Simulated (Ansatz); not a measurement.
System: 1T (CdI2-type) ZrSe2. Method: rVV10 in Ansatz (plane waves, PAW).

Give the computed interlayer binding energy, layer repeat distance and gap between the layers.


* **interlayer binding energy**: 24.4 meV/Å²
* **layer repeat distance**: 6.176 Å
* **gap between the layers**: 2.979 Å

Static lattice: no zero-point or thermal effects.

It cost about 2.1 core-minutes (a rough figure) of CPU time.

Ansatz is a first-principles code.
